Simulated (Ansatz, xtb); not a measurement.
# Relative energy of two structures of HOPSi

Structure a is `O=[Si]=P`, a singlet and structure b is a singlet given by its coordinates. Both are isolated molecules in the gas phase, relaxed with B3LYP-D3(BJ)/6-311G**.

a (Å):

```xyz
4

O    -3.6908    0.6034   -1.4506
P    -0.6108    1.8511   -0.0879
Si   -2.4064    1.1259   -0.8292
H    -1.2769    1.6437    1.1684
```

b (Å):

```xyz
4

O    -3.0265    1.0847    0.3172
P     0.0967    2.1680   -1.0842
Si   -1.6049    1.5876   -0.3090
H    -3.5297    0.3748   -0.0943
```

Close contacts (Å): O1–Si3 1.63, P2–Si3 1.96, O1–H4 0.96.

Quicker runs give these differences E(b) − E(a): GFN2-xTB +109.4 kJ/mol; HF/STO-3G +94.2 kJ/mol (at GFN2-xTB geometries); r2SCAN-D4/def2-SVP +16.2 kJ/mol (at GFN2-xTB geometries).

Question: Estimate E(b) − E(a) at the level CCSD(T)/def2-TZVPP.

Answer: Calculated at CCSD(T)/def2-TZVPP: E(b) − E(a) = +13.5 kJ/mol, so structure a lies lower.

The same difference at several levels:

```json
{"level": "GFN2-xTB", "geometry": "GFN2-xTB", "E(b) − E(a) (kJ/mol)": "+109.4", "departure from the last row (kJ/mol)": "+96.0", "job, with rough time for the two": "optimisation, 0.45 s"}
{"level": "HF/STO-3G", "geometry": "GFN2-xTB", "E(b) − E(a) (kJ/mol)": "+94.2", "departure from the last row (kJ/mol)": "+80.7", "job, with rough time for the two": "single point, 0.96 s"}
{"level": "r2SCAN-D4/def2-SVP", "geometry": "GFN2-xTB", "E(b) − E(a) (kJ/mol)": "+16.2", "departure from the last row (kJ/mol)": "+2.7", "job, with rough time for the two": "single point, 5.5 s"}
{"level": "B3LYP-D3(BJ)/6-311G**", "geometry": "B3LYP-D3(BJ)/6-311G**", "E(b) − E(a) (kJ/mol)": "+14.5", "departure from the last row (kJ/mol)": "+1.0", "job, with rough time for the two": "optimisation, 48 s"}
{"level": "HF/def2-TZVPP", "geometry": "B3LYP-D3(BJ)/6-311G**", "E(b) − E(a) (kJ/mol)": "+9.2", "departure from the last row (kJ/mol)": "−4.2", "job, with rough time for the two": "part of the CCSD(T) run"}
{"level": "MP2/def2-TZVPP", "geometry": "B3LYP-D3(BJ)/6-311G**", "E(b) − E(a) (kJ/mol)": "+18.9", "departure from the last row (kJ/mol)": "+5.4", "job, with rough time for the two": "part of the CCSD(T) run"}
{"level": "CCSD(T)/def2-TZVPP", "geometry": "B3LYP-D3(BJ)/6-311G**", "E(b) − E(a) (kJ/mol)": "+13.5", "departure from the last row (kJ/mol)": "", "job, with rough time for the two": "single point, 49 s"}
```

None of the levels shown reverses the order. The largest departure from CCSD(T)/def2-TZVPP is that of GFN2-xTB, 96.0 kJ/mol.

With harmonic frequencies from B3LYP-D3(BJ)/6-311G** (ideal gas, rigid rotor, one conformer each, 298.15 K, 1 atm): on the last row, ΔE + ΔZPE = +21.6, ΔH = +21.8, ΔG = +22.3 kJ/mol.

The T1 diagnostic of structure a is large, so the coupled-cluster value is less sure. The correlated steps freeze 11 core orbitals. Mirror images aren't counted in ΔG. Run with Ansatz 0.2.0, xtb 6.7.1; the last row on 1 thread of Intel(R) Xeon(R) Processor @ 2.50GHz (Skylake/Cascade Lake) on a shared host.
